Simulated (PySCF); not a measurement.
## Core binding energy against partial charge

Compound: 3-butenal, C4H6O.
Atom-mapped SMILES: `[CH2:1]=[CH:2][CH2:3][CH:4]=[O:5]`

Binding energies: delta-SCF UKS SCAN, pcX-2 on the ionised atom, pcseg-1 elsewhere, spin-free X2C (PySCF). Charges: PBE0/pcSseg-1 ground-state density, for the ionised atom.

| atom | environment | C 1s (eV) | Mulliken (e) | IAO (e) | Hirshfeld (e) | ESP (e) |
| --- | --- | --- | --- | --- | --- | --- |
| C1 | terminal =CH2 carbon | 290.45 | -0.168 | -0.308 | -0.101 | -0.553 |
| C2 | alkene CH carbon | 290.84 | -0.210 | -0.128 | -0.040 | -0.003 |
| C3 | sp3 carbon next to a carbonyl | 291.42 | -0.272 | -0.316 | -0.072 | -0.123 |
| C4 | aldehyde carbon | 293.61 | +0.231 | +0.272 | +0.138 | +0.501 |

Question: Give the correlation coefficient and slope of binding energy on charge for each scheme.

Answer: Hirshfeld: r = 0.96, slope 12.6 eV per e; ESP: r = 0.91, slope 2.9 eV per e; IAO: r = 0.90, slope 4.6 eV per e; Mulliken: r = 0.89, slope 5.5 eV per e. Hirshfeld charges have the highest r, on only 4 points.

Question: The point-charge model writes a binding energy as kq + V + constant, with V the potential of the other atoms' charges at the site. What does it give with the Hirshfeld charges?

Answer: V = Σ 14.40 eV Å × q/r over all other atoms: +1.13 eV at C1, +0.05 eV at C2, +1.52 eV at C3, -2.09 eV at C4. Fitting binding energy − V to q gives k = 27.1 eV per e and leaves an rms residual of 0.08 eV, against 0.35 eV for the fit on q alone. The model has no term for differences in relaxation between sites.

Spin contamination (⟨S²⟩ against 0.75 for a pure doublet) is marked for C 1s of C4 (0.91), which makes this value less certain. One conformer (not necessarily the lowest) at the PBE0-D3(BJ)/def2-SVP geometry, without solvent, vibrations or thermal averaging.

The values belong to the conformer `[CH2:1]=[CH:2][CH2:3][CH:4]=[O:5]`: C1–C2–C3–C4 -132°, C2–C3–C4–O5 -4°.
